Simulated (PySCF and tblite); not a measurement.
The numbers below are computed, except where a source is named.
Conformer ensemble of C₃H₈O, numbered as in [CH3:1][CH2:2][CH2:3][OH:4]

Geometries PBE0-D3(BJ)/def2-SVP; weights from PBE0-D3(BJ)/def2-TZVP energies and GFN2-xTB thermal corrections, with symmetry numbers and mirror pairs. Conformers within 4 kcal/mol (GFN2-xTB free energy) were kept, 7 at most. GIAO shieldings: PBE0/pcSseg-2. Couplings: B3LYP/pcSseg-1 with pcJ-1 on H (gas phase; spin-dipole term only for pairs with B, N, F, Si or P). Shifts are against TMS (¹H), TMS (¹³C) at the same level. (PySCF 2.14, tblite 0.8.)

Torsions listed: C1–C2–C3–O4, C2–C3–O4–H4. Of a mirror pair one member is shown.

| conformer | shape | symmetry | E(GFN2) kcal/mol | E(DFT) kcal/mol | G(298.15 K) kcal/mol | weight % | dipole D |
| --- | --- | --- | --- | --- | --- | --- | --- |
| 1 | -61°, 175° | C1 (pair) | 1.74 | 0.10 | 0.00 | 24.7 | 1.48 |
| 2 | -62°, 67° | C1 (pair) | 0.35 | 0.01 | 0.09 | 21.3 | 1.66 |
| 3 | -177°, -60° | C1 (pair) | 0.00 | 0.04 | 0.09 | 21.2 | 1.67 |
| 4 | 58°, 62° | C1 (pair) | 0.15 | 0.00 | 0.09 | 21.1 | 1.62 |
| 5 | 180°, -179° | Cs | 1.36 | 0.18 | 0.44 | 11.7 | 1.44 |

Weights (%) against temperature:

```json
{"T (K)": "200", "1": "24.9", "2": "21.8", "3": "20.9", "4": "21.1", "5": "11.2", "S(mix) cal/mol/K": "4.36"}
{"T (K)": "250", "1": "24.7", "2": "21.6", "3": "21.1", "4": "21.1", "5": "11.5", "S(mix) cal/mol/K": "4.36"}
{"T (K)": "298.15", "1": "24.7", "2": "21.3", "3": "21.2", "4": "21.1", "5": "11.7", "S(mix) cal/mol/K": "4.36"}
{"T (K)": "350", "1": "24.6", "2": "21.1", "3": "21.3", "4": "21.1", "5": "11.8", "S(mix) cal/mol/K": "4.36"}
{"T (K)": "400", "1": "24.6", "2": "20.9", "3": "21.3", "4": "21.2", "5": "11.9", "S(mix) cal/mol/K": "4.36"}
```

Averaged shifts at 298.15 K. ¹H: 3.56 (H3, 2H), 1.48 (H2, 2H), 0.95 (H1, 3H) ppm. ¹³C: 68.9 (C3), 30.8 (C2), 11.8 (C1) ppm.

Coordinates of conformer 1 (Å):

```xyz
12

C     1.319   -0.325    0.445
C     0.422    0.457   -0.500
C    -1.052    0.328   -0.172
O    -1.422   -1.023   -0.283
H     1.222    0.039    1.481
H     2.378   -0.240    0.159
H     1.045   -1.390    0.439
H     0.573    0.109   -1.536
H     0.686    1.528   -0.489
H    -1.230    0.713    0.855
H    -1.638    0.968   -0.862
H    -2.336   -1.113    0.002
```

Coordinates of conformer 2 (Å):

```xyz
12

C    -1.272    0.437    0.025
C    -0.242   -0.580   -0.442
C     1.115   -0.419    0.228
O     1.729    0.813   -0.043
H    -1.442    0.369    1.113
H    -2.243    0.290   -0.471
H    -0.951    1.466   -0.204
H    -0.104   -0.497   -1.533
H    -0.608   -1.603   -0.247
H     1.010   -0.588    1.320
H     1.804   -1.194   -0.143
H     1.204    1.505    0.372
```

H on N, O and S are left out: they exchange, and hydrogen bonds move them by several ppm. Shifts are unscaled: against experiment ¹³C can be off by 15 ppm or more and ¹H by 0.8 ppm.

Search and properties took 2.1 min on 1 thread of Arm Neoverse V2, shared host (rough), launched as `OMP_NUM_THREADS=1 python ens_run.py task.json out`.
